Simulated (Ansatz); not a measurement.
# AlBH₂ (triplet): wave-function methods side by side, def2-QZVPP

An exercise on one series of results from a longer session: the logs are not shown, and one member is left open.

Program: Ansatz 0.2.0, Gaussian basis. Level of theory: def2-QZVPP, core rule «outside noble gas», up to 6 orbitals frozen. These are calculated values, not measurements.

To be run: UHF; ROHF; CCSD(T) on UHF.

2 further runs of the same task are left out: 2 set aside as unsound or not needed.

**What is computed**

The geometry is a PBE0/def2-TZVP stationary point (not a proven minimum) of the parent state, kept for this charge and spin.

4 atoms, charge 0, spin multiplicity 3.

Atoms are counted from 1 here; the program's logs count them from 0.

Bond lengths: B1–Al2 2.320 Å, Al2–H3 1.598 Å, Al2–H4 1.598 Å. Angles: B1–Al2–H3 121.2°, B1–Al2–H4 121.2°, H3–Al2–H4 117.7°.

Geometry (Å):

```xyz
4

B     0.00000    0.00000    1.73155
Al    0.00000    0.00000   -0.58809
H     0.00000   -1.36711   -1.41480
H     0.00000    1.36711   -1.41480
```

The first run:

Input file in.yaml:

```yaml
crystal:
  periodic: [false, false, false]
  atoms:
    - {symbol: B, position_ang: [0.000000, 0.000000, 1.731547]}
    - {symbol: Al, position_ang: [0.000000, 0.000000, -0.588094]}
    - {symbol: H, position_ang: [0.000000, -1.367107, -1.414802]}
    - {symbol: H, position_ang: [0.000000, 1.367107, -1.414802]}
basis:
  gaussian: {orbitals: "def2-QZVPP.json"}
magnetization: {spin_polarized: true, initial_magnetization: 2}
hamiltonian: {xc: hf}
output: {orbitals: {seedname: orbitals}}
```

Started as:

```
$ ansatz run in.yaml --threads 1 --pin off --events-out ev --progress --plain --max-ram 2393MiB
```

Among the steps run: UHF; ROHF; CCSD(T) on UHF.

One of the session's tables, all rows but one given; the rest of the session is left out.

| method | from UCCSD(T) (meV) |
| --- | --- |
| ROHF | +4720.6 |
| UHF | ? |
| UMP2 | +1023.8 |
| UCCSD | +152.4 |
| UCCSD(T) | 0 |

**Question.** Estimate the row for UHF.

As computed: from UCCSD(T) (meV): +4639.4. In the column «from UCCSD(T) (meV)» it lies between UMP2 (+1023.8) and ROHF (+4720.6).
